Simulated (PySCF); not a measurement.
# F2O: calculation and literature

Mapped SMILES: `[F:1][O:2][F:3]`.

Non-relativistic Hamiltonian, gas phase, rapidly exchanging positions averaged, a single conformation. B3LYP/pcJ-2 coupling constants; geometry: PBE0-D3(BJ)/def2-TZVP; σ from GIAO-B97-2/pcSseg-2; PySCF.

Reference values: measured (gas; G. L. Stoychev, PhD thesis, Univ. Bonn 2021 (Stoychev, Auer, Izsak, Neese, JCTC 2018, 14, 619)).
```json
{"atoms": "F1/F3", "quantity": "σ $^{19}$F", "reference": "-59.7", "computed": "-6.9"}
{"atoms": "O2", "quantity": "σ $^{17}$O", "reference": "-493.6", "computed": "-476.3"}
```

Reference values: measured (gas; L. Olsson, D. Cremer, J. Chem. Phys. 105 (1996) 8995).
```csv
atoms,quantity,reference,computed
O2,δ $^{17}$O vs gaseous H2O,817.1,803.9
```

Reference values: measured (gas; Olsson, Cremer, J. Chem. Phys. 1996, 105, 8995 (gas-phase data of Jameson 1987, Jameson 1981, Wasylishen 1984)).
```
atoms                 quantity  reference  computed
   O2  δ $^{17}$O vs H2O (gas)      817.1     803.9
```

Reference values: CCSD(T)/pcSseg-4 (gas (isolated, no vibration); G. L. Stoychev, PhD thesis, Univ. Bonn 2021 (Stoychev, Auer, Izsak, Neese, JCTC 2018, 14, 619)).
```tsv
atoms	quantity	reference	computed
F1/F3	σ $^{19}$F	-24.3	-6.9
O2	σ $^{17}$O	-446.3	-476.3
```

Absolute shieldings are compared as such; zero-point and thermal motion, absent here, lowers them by some tenths of a ppm for H, a few ppm for C and up to about 10 ppm for F.

Computed shifts are σ(ref) − σ with the named reference compound (TMS for H and C) calculated as an isolated molecule at the same level. The measured values may be among those fitted. Shieldings were converted by a linear fit to measured shifts: $^{17}$O (scatter 12.8 ppm rms vs liquid water, solution or neat liquid). Occasional misses reach two or three times the rms, and more in compound classes unlike the fitted ones.

Coupling constants in Hz:
| coupling | reference | computed | source |
| --- | --- | --- | --- |
| $^{1}J$(O2,F1) | -300.0 | -234.0 | measured; Faber and Sauer, Theor. Chem. Acc. 2018, 137, 35 |

Problem. How far are the unscaled $^{19}$F shieldings from the references?

Solution. Mean signed difference +35.10 ppm, mean absolute 35.10 ppm over 2 comparisons; the largest is +52.8 ppm at F1/F3 (fluorine bonded to O).

Problem. How far are the unscaled $^{17}$O shieldings from the references?

Solution. Mean signed difference -6.35 ppm, mean absolute 23.65 ppm over 2 comparisons; the largest is -30.0 ppm at O2 (oxygen bonded to 2 F).

Problem. How far are the unscaled $^{17}$O shifts from the references?

Solution. Mean signed difference -13.20 ppm, mean absolute 13.20 ppm over 2 comparisons; the largest is -13.2 ppm at O2 (oxygen bonded to 2 F).

7 of the 29 published NMR values on file for this molecule are compared. The rest: values from further sources, other calculations.
